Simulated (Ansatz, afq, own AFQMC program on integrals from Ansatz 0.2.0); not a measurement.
Two steps: Ansatz 0.2.0 writes the Fock matrix and Cholesky factors of the valence space, and afq projects on them the lowest state that overlaps trial and start.

```yaml
crystal:
  periodic: [false, false, false]
  atoms:
    - {symbol: F, position_ang: [0.000000, 0.000000, 0.000000]}
basis:
  gaussian: {orbitals: aug-cc-pVTZ}
total_charge: -1
magnetization: {spin_polarized: true, initial_magnetization: 2}
correlation: {method: ccsd_t, electrons: outside_noble_gas, hamiltonian_folder: ham}
```

```sh
$ ansatz run in.yaml --threads 1 --pin off --events-out ev --progress --plain --max-ram 24576MiB --backend cuda --devices 0, --max-vram 18GiB
```

Options of the walk:

```
--method free --trial cisd --walkers 4000 --time-step 0.03 --max-blocks 4000 --target-error 0.00034 --factor-cut 1e-05 --seed 8589 --times 0,0.3,0.6,1.2,1.8,2.4,3.6,4.8,6 --taylor-order 8
```

Times are imaginary, in 1/Eh. The walk had a cap of 69 s.

Output of the walk:

```
orbitals 45  electrons 5 3  factors 287 of 288
reference energy -99.21430935 Eh
CCSD correlation -0.23073738 Eh in 10 cycles, weight of the determinant in the CISD state 0.9542
repeat  energy at the last time / Eh  error
    10  -99.451313  0.000208
    20  -99.451447  0.000221
time / (1/Eh)  energy / Eh  error  mean overlap
  0.00  -99.445052  0.000013  1.0481
  0.30  -99.450151  0.000037  1.0421
  0.60  -99.450746  0.000033  1.0396
  1.20  -99.451055  0.000051  1.0341
  1.80  -99.451065  0.000040  1.0268
  2.40  -99.451036  0.000057  1.0226
  3.60  -99.451097  0.000086  1.0143
  4.80  -99.451218  0.000148  1.0046
  6.00  -99.451412  0.000176  0.9776
energy -99.451412 +/- 0.000176 Eh
```

The run passed its tests (error under three times the target), which doesn't prove that it has relaxed, ending at its cap on processor time.

Against this walk (error 4.8 meV) on the same determinant: CCSD(T) 18.8 meV higher, CCSDT(Q) 7.3 meV higher (within the noise). The error is statistical, and a free projection of finite length keeps a remainder of its start. The last points still move (meV from the last: 9.4 ± 1.1 at 1.80, 10.2 ± 1.5 at 2.40, 8.6 ± 2.3 at 3.60, 5 ± 4 at 4.80, 0 ± 5 at 6.00), but the last one has reached CCSDT(Q) within the noise or passed it, so little can be left to fall.

Cautions: remainder of the start not in the error; another spin lies lower (by 8.13 eV); at this level and basis the anion state lies above a neutral one; the search met a lower determinant of the same kind, perhaps of another symmetry (193 meV lower), and this one is a saddle point.

The walk took 70 s on 1 × NVIDIA H100 80GB HBM3 with 2 threads of AMD EPYC 7R13 Processor (Zen 3) (shared host) (the card was shared). The log's last line is the free-projection energy.

CCSDT and higher add their correlation energy to the determinant of the CCSD(T) run, since their own runs factorise the integrals more tightly (a shift of under 2 meV). A walk keeps the symmetry of its determinant, which the program's search chose and which needn't be the lowest solution, so a lower state of the same spin and another symmetry isn't excluded.
